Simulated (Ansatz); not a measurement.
Molecule: OF, net charge 0, doublet state. SMILES: [O]F
Geometry: optimised at B3LYP-D3(BJ)/def2-TZVP (Ansatz, a quantum-chemistry and plane-wave program).

Property: atomisation energy (electronic, to ground-state atoms), in kcal/mol. Valence correlation only, unless marked. Open shells are spin-unrestricted. Spin-orbit coupling is left out. Non-relativistic. The coupled-cluster limit lacks core correlation, which all-electron functionals hold. CBS marks a two-point X^-3 extrapolation of the correlation energy; Hartree-Fock from the larger set (for Q and 5 zeta extrapolated as (X+1)exp(-9√X)).

```
level                            program  atomisation energy (kcal/mol)
------------------------  --------------  -----------------------------
PBE-D4/def2-TZVPD         Ansatz + dftd4                           71.8
revPBE-D4/def2-TZVPD      Ansatz + dftd4                           64.9
r2SCAN-D3(BJ)/def2-TZVPD  Ansatz + dftd3                           58.3
BHLYP-D4/def2-TZVPD       Ansatz + dftd4                           35.1
```

Estimate the value at CCSD(T)/CBS(cc-pVQZ,cc-pV5Z) as computed with Ansatz.

52.1 kcal/mol
